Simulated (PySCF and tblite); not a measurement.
The numbers below are computed, except where a source is named.
Stationary points of pentafluorophosphorane at PBE0-D3(BJ)/def2-SVP, in Å:

Structure A

```
 1 F     0.721    1.324   -0.523
 2 P    -0.022    0.010   -0.037
 3 F     0.821   -0.788   -1.119
 4 F    -1.181    0.946    0.509
 5 F    -1.088   -1.163   -0.099
 6 F     0.749   -0.328    1.269
```

Structure B

```
 1 F     0.928    1.279   -0.251
 2 P     0.000    0.001   -0.035
 3 F     0.487   -0.587   -1.404
 4 F    -1.264    0.928    0.014
 5 F    -0.930   -1.275    0.185
 6 F     0.781   -0.343    1.281
```

The path came from a restrained scan, a climbing-image band and a saddle search at GFN2-xTB; energies are PBE0/pcSseg-1 + D3(BJ)//PBE0-D3(BJ)/def2-SVP, thermal terms GFN2-xTB.

Q: Which structure is a saddle point, and along which motion?

A: A: one imaginary mode (82i cm⁻¹ at GFN2-xTB, mostly on F3, F1, F5), along the Berry pseudorotation at P2 with F6 as pivot.

Q: Give their symmetry and energies above the lowest.

A: A C4v, 3.7 kcal/mol; B D3h, 0.0 kcal/mol.
